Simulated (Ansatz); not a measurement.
Consider SrO in the rock salt structure (space group Fm-3m, No. 225).

```
CELL_PARAMETERS angstrom
      0.00000     2.59745     2.59745
      2.59745     0.00000     2.59745
      2.59745     2.59745     0.00000
ATOMIC_POSITIONS crystal
  Sr 0.50000 0.50000 0.50000
  O  0.00000 0.00000 0.00000
```

Method: PBE (Ansatz, a first-principles code), spin-orbit coupling left out.

One thing is altered: full substitution Sr → Mg, then cell and atoms are relaxed.

Measured lattice parameter a: SrO 5.16 Å (room temperature; as listed in Juan A. Santana et al., The Journal of Chemical Physics (2016)); MgO 4.189 Å (static lattice; corrected from measurement; as listed in Daniel Mejia-Rodriguez, S. B. Trickey, Phys. Rev. B (2018)).

Question: How well does PBE reproduce the measured shift?

Answer: With PBE the lattice parameter a moves by -0.941 Å (5.195 → 4.254) against -0.971 Å measured. The two measured values stand on different bases (one corrected, one not), which blurs small differences.

Stability against distortions was not tested.
